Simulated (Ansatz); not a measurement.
Which is lower?

Two relaxed structures of CH2SSi, singlet (PBE0-D4/def2-TZVP; forces vanish, vibrations not checked).

A:

```xyz
5
angstrom
C -0.8740 0.0590 -0.3547
Si -0.0112 -1.0816 0.8231
S 0.6069 0.6059 -0.7820
H -1.8082 0.4171 -0.7799
H -0.2725 -0.1262 1.9872
```

B:

C1  (-1.420, 0.392, -0.449)
Si2  (0.184, 0.058, -0.072)
S3  (2.019, -0.326, 0.358)
H4  (-2.189, -0.355, -0.299)
H5  (-1.704, 1.359, -0.844)
(Å)

Computed with Ansatz 0.2.0 (basis: def2-TZVPP); correlated methods freeze the cores. B3LYP uses VWN-RPA correlation.

Problem. Which structure is lower at CCSD(T), and by how much? (An estimate is asked for; the value comes from the calculation.)

Solution. Computed: B, by 91.4 kJ/mol (electronic energy, against the other). By their contacts, A is CH₂SSi ([CH]1[SiH][S]1) and B is CH₂SSi ([CH2][Si][S]).

All methods give the same order:

```json
{"method": "PBE-D4", "E(B) − E(A) (kJ/mol)": "-82.4"}
{"method": "r2SCAN-D4", "E(B) − E(A) (kJ/mol)": "-97.4"}
{"method": "PBE0-D4", "E(B) − E(A) (kJ/mol)": "-91.6"}
{"method": "B3LYP-D4", "E(B) − E(A) (kJ/mol)": "-91.4"}
{"method": "wB97M-V", "E(B) − E(A) (kJ/mol)": "-91.2"}
{"method": "HF", "E(B) − E(A) (kJ/mol)": "-101.2"}
{"method": "MP2", "E(B) − E(A) (kJ/mol)": "-109.4"}
{"method": "CCSD", "E(B) − E(A) (kJ/mol)": "-94.9"}
{"method": "CCSD(T)", "E(B) − E(A) (kJ/mol)": "-91.4"}
```

No T1 diagnostic of these runs exceeds 0.025. The restricted Hartree–Fock reference is unstable towards an unrestricted one at one or more of these structures.

Labels in which every atom is bracketed show which atoms are joined, not bond orders.

For scale, one of the runs: CCSD(T)/def2-TZVPP, 143 basis functions, launched by `ansatz run in.yaml --threads 2 --pin off --events-out ev --progress --plain --max-ram 4352MiB`. The run took 20 s on 2 CPU threads of an Intel Xeon (shared host), with 0.76 GiB of host memory at its peak.
